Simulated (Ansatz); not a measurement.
**AlClFH (SMILES [F][AlH][Cl]): a rigid scan of the bond length F1–Al2**

The task here is to estimate one member of a computed series from the others.

Method: single points in def2-TZVPP; program: Ansatz 0.2.0, Gaussian basis.

Levels: PBE-D4, r2SCAN-D4, PBE0-D4, B3LYP-D4, wB97M-V, Hartree-Fock, MP2, CCSD, CCSD(T). The scan takes 1.411, 1.459, 1.530, 1.612, 1.704, 1.802, 1.907, 2.017, 2.132 Å.

Cores are frozen in the correlated methods. B3LYP uses VWN-RPA correlation.

18 further runs of the same task are left out: 18 set aside as unsound or not needed.

## The starting structure

SMILES `[F][AlH][Cl]`, 4 atoms, charge 0, spin multiplicity 1.

Atoms are counted from 1 here; the program's logs count them from 0.

Bond lengths: F1–Al2 1.849 Å, Al2–Cl3 2.241 Å, Al2–H4 1.656 Å. Angles: F1–Al2–Cl3 120.8°, F1–Al2–H4 117.8°, Cl3–Al2–H4 121.3°.

Coordinates:

```
F     0.5602   -1.1262    1.3972
Al    0.1061    0.0430    0.0386
Cl   -1.7483   -0.2761   -1.1792
H     1.1375    1.2990   -0.2770
```

The first run:

Input file pre/in.yaml:

```yaml
crystal:
  periodic: [false, false, false]
  atoms:
    - {symbol: F, position_ang: [0.560200, -1.126200, 1.397200]}
    - {symbol: Al, position_ang: [0.106100, 0.043000, 0.038600]}
    - {symbol: Cl, position_ang: [-1.748300, -0.276100, -1.179200]}
    - {symbol: H, position_ang: [1.137500, 1.299000, -0.277000]}
basis:
  gaussian: {orbitals: def2-SVP}
hamiltonian: {xc: pbe, dispersion: d4}
relax: {f_tol: 0.03, max_steps: 250}
```

No record of the launch command was kept for these runs.

Among the steps run: A first relaxation in a small basis; Relaxation at PBE0-D4; The minimum at every level; F1–Al2 = 1.411 Å; F1–Al2 = 1.459 Å; F1–Al2 = 1.530 Å; F1–Al2 = 1.612 Å; F1–Al2 = 1.704 Å; F1–Al2 = 1.802 Å; F1–Al2 = 1.907 Å; F1–Al2 = 2.017 Å; F1–Al2 = 2.132 Å.

One table of the session follows, with a row left open; its other results are not shown here.

Energies less that of the minimum at the same level (meV):

| bond length (Å) | PBE-D4 | PBE0-D4 | B3LYP-D4 | wB97M-V | Hartree-Fock |
| --- | --- | --- | --- | --- | --- |
| 1.411 | 1375 | 1242 | 1285 | 1281 | 1108 |
| 1.459 | 804 | 700 | 733 | 729 | 590 |
| 1.530 | 286 | 223 | 242 | 239 | 154 |
| 1.612 | 28 | 12 | 17 | 16 | -6 |
| 1.640 (minimum) | 0 | 0 | 0 | 0 | 0 |
| 1.704 | 21 | 55 | 45 | 48 | 96 |
| 1.802 | 214 | 297 | 274 | 283 | 403 |
| 1.907 | ? | ? | ? | ? | ? |
| 2.017 | 974 | 1154 | 1104 | 1134 | 1394 |
| 2.132 | 1446 | 1672 | 1609 | 1655 | 1980 |

Estimate the missing values for bond length (Å) = 1.907.

Worked estimate for «PBE-D4». A straight line through the neighbours (1.802, 214) and (2.017, 974) gives 214 + (974 − 214) × (1.907 − 1.802) / (2.017 − 1.802) = 585; a parabola fitted to 4 rows on both sides gives 550.

**Answer.** PBE-D4: 550; PBE0-D4: 683; B3LYP-D4: 646; wB97M-V: 663; Hartree-Fock: 855. In «PBE-D4» the line misses by +35 and the parabola by +0.
